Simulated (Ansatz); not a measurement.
Geometry optimisation, RKS PBE0-D4/def2-SVP (Ansatz 0.2.0).

The input (input.yaml):

```yaml
crystal:
  periodic: [false, false, false]
  atoms:
    - { symbol: Si, position_ang: [-1.120961, -0.688966, -0.389251] }
    - { symbol: H, position_ang: [-0.167869, -0.68477, 0.70467] }
    - { symbol: H, position_ang: [-2.029468, -1.854396, -0.163209] }
    - { symbol: H, position_ang: [-0.406489, -0.870497, -1.681886] }
    - { symbol: H, position_ang: [-1.916418, 0.567617, -0.361988] }
    - { symbol: H, position_ang: [1.310704, 1.614816, -0.190445] }
    - { symbol: F, position_ang: [0.68456, 1.637325, -0.850797] }
    - { symbol: H, position_ang: [1.541831, -0.21799, 1.440392] }
    - { symbol: F, position_ang: [2.104209, 0.496962, 1.492614] }
basis:
  gaussian: { orbitals: def2-SVP }
hamiltonian:
  xc: pbe0
  dispersion: d4
relax:
  f_tol: 0.03
  max_steps: 50
```

Command:

```bash
$ ansatz run input.yaml --threads 2 --pin off --max-ram 3072MiB --backend cpu --events-out ev --progress --plain --runs-dir out
```

Problem. Where does it end, and by what steps?

Solution. It converged. The force dipped under the threshold on the way, but the program's further checks kept it going. After 12 steps the energy has fallen by 0.162 eV; F9 moved furthest, 0.49 Å.

```csv
step,energy less start (eV),largest force component (eV/Å),accepted
0,0.0000,0.886,yes
1,-0.1191,0.297,yes
2,-0.1460,0.369,yes
3,-0.1484,0.097,yes
4,-0.1552,0.078,yes
5,-0.1574,0.051,yes
6,-0.1589,0.056,yes
7,-0.1596,0.012,yes
8,-0.1601,0.102,yes
9,-0.1605,0.074,yes
10,-0.1610,0.016,yes
11,-0.1612,0.122,yes
12,-0.1615,0.011,yes
```

```xyz
9
Properties=species:S:1:pos:R:3
Si -1.071 -0.655 -0.321
H -0.288 -0.562 0.963
H -1.919 -1.875 -0.178
H -0.130 -0.830 -1.459
H -1.923 0.554 -0.452
H 1.345 1.427 -0.068
F 0.669 1.750 -0.627
H 1.275 -0.169 1.114
F 2.042 0.359 1.029
```

Run time: 5.8 s on 2 threads of AMD EPYC 9R45 96-Core Processor (Zen 5), on a shared host, peak memory 0.16 GiB.
